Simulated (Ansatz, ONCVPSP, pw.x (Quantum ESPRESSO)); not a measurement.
## What a changed setting does to a pw.x run (bcc Mg)

Potential: optimised norm-conserving Vanderbilt (ONCV), ONCVPSP 4.0.1.1 (patched build), PBEsol; core [Ne], reference 3s2; waves: 3s: rc 1.95 bohr, ncon 4, nbas 9, qcut 3.8 1/bohr, local; p scattering state at 0.33 Ha: rc 2.65 bohr, ncon 4, nbas 8, qcut 3.3 1/bohr, 2 projectors, debl 1.7 Ha; d scattering state at 0.46 Ha: rc 1.95 bohr, ncon 4, nbas 8, qcut 4.9 1/bohr, 3 projectors, debl 1 Ha; local part: the s channel; core correction: none. In the p channel the program set the typed energies aside and used 0.050, 1.750 Ha.

The reference run (k-mesh 13³, cutoffs 35/140 Ry, Fermi–Dirac 0.01 Ry, mixing_beta 0.4, conv_thr 1e-9, no spin) gives 0.47 GPa at 22.446 Å³/atom, where all-electron LAPW gives 0.16 GPa. This run, with its own iteration cap, changes k-mesh points per axis to 3.

```
&control
  calculation='scf', prefix='x', pseudo_dir='./', outdir='./tmp', tstress=.true., disk_io='none'
/
&system
  ibrav=0, nat=1, ntyp=1, ecutwfc=35, ecutrho=140, nbnd=8,
  occupations='smearing', smearing='fd', degauss=0.01
/
&electrons
  conv_thr=1e-09, mixing_beta=0.4, electron_maxstep=50
/
ATOMIC_SPECIES
Mg 1.0 Mg.UPF
CELL_PARAMETERS angstrom
  -1.77702276 1.77702276 1.77702276
  1.77702276 -1.77702276 1.77702276
  1.77702276 1.77702276 -1.77702276
ATOMIC_POSITIONS crystal
Mg 0.0000 0.0000 0.0000
K_POINTS automatic
3 3 3 0 0 0
```

```bash
pw.x < Mg.scf.in > Mg.scf.out
```

Problem. How does the run end?

Solution. It converges in 6 iterations; the free energy moves by +360.9 meV/atom and the pressure by -0.09 GPa.

```
Message from routine setup:
     using ibrav=0 with symmetry is DISCOURAGED, use correct ibrav instead
     lattice parameter (alat)  =       5.8164  a.u.
     unit-cell volume          =     151.4731 (a.u.)^3
     number of electrons       =         2.00
     number of Kohn-Sham states=            8
     kinetic-energy cutoff     =      35.0000  Ry
     charge density cutoff     =     140.0000  Ry
     scf convergence threshold =      1.0E-09
     Exchange-correlation= PBESOL
     number of k points=     4  Fermi-Dirac smearing, width (Ry)=  0.0100
     iteration #  1     ecut=    35.00 Ry     beta= 0.40
     total energy              =      -1.74482524 Ry
     estimated scf accuracy    <       0.00463744 Ry
     iteration #  2     ecut=    35.00 Ry     beta= 0.40
     total energy              =      -1.74485311 Ry
     estimated scf accuracy    <       0.00164691 Ry
     iteration #  3     ecut=    35.00 Ry     beta= 0.40
     total energy              =      -1.74485897 Ry
     estimated scf accuracy    <       0.00000018 Ry
     iteration #  4     ecut=    35.00 Ry     beta= 0.40
     total energy              =      -1.74485920 Ry
     estimated scf accuracy    <       0.00000024 Ry
     iteration #  5     ecut=    35.00 Ry     beta= 0.40
     total energy              =      -1.74485920 Ry
     estimated scf accuracy    <          2.1E-09 Ry
     iteration #  6     ecut=    35.00 Ry     beta= 0.40
     the Fermi energy is     4.0507 ev
!    total energy              =      -1.74485920 Ry
     estimated scf accuracy    <          2.6E-10 Ry
     smearing contrib. (-TS)   =      -0.00822436 Ry
     The total energy is F=E-TS. E is the sum of the following terms:
     one-electron contribution =       1.28828241 Ry
     hartree contribution      =       0.00508512 Ry
     xc contribution           =      -0.86255748 Ry
     ewald contribution        =      -2.16744490 Ry
     convergence has been achieved in   6 iterations
          total   stress  (Ry/bohr**3)                   (kbar)     P=        3.79
     Message from routine punch:
     Nothing written, as per user request (disk_io='none')
```

The run took about 0.6 s on one core of a shared host (Neoverse-N1, 64 threads, 124 GiB, load 56).
